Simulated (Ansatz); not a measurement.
Results of RPBE in Ansatz (plane waves, PAW) for fcc Ca.

Settings: plane-wave cutoff 520 eV, 18×18×18 k mesh, Fermi–Dirac smearing 0.05 eV, scalar-relativistic PAW data made under PBE.

Computed points:

| V (Å³/atom) | E − E_lowest (meV/atom) | P (GPa) |
|---|---|---|
| 41.754 | 8.91 | 1.116 |
| 42.643 | 3.86 | 0.713 |
| 43.531 | 0.95 | 0.343 |
| 44.420 | 0.00 | 0.004 |
| 45.308 | 0.85 | -0.307 |
| 46.196 | 3.36 | -0.592 |
| 47.085 | 7.38 | -0.853 |

Problem. What bulk modulus B0 and pressure derivative B′ does a third-order Birch–Murnaghan fit give?

Solution. V0 = 44.429 Å³/atom, B0 = 16.2 GPa, B′ = 3.3 (fit to the energies at full precision).

Measured, for comparison: bulk modulus 18.6 GPa (corrected for temperature and zero-point phonon effects, our sources range from 15.9 to 18.7; as tabulated in Levämäki et al. (2014), arXiv:1402.3671); equilibrium volume per atom 42.81 Å³/atom (low-temperature or extrapolated to 0 K; zero-point anharmonic expansion removed; as tabulated in Csonka et al. (2009), arXiv:0903.4037). Computed (rounded) less measured: bulk modulus not scored (sources differ), equilibrium volume per atom +3.8 %.

Ansatz is a quantum-chemistry and plane-wave program.
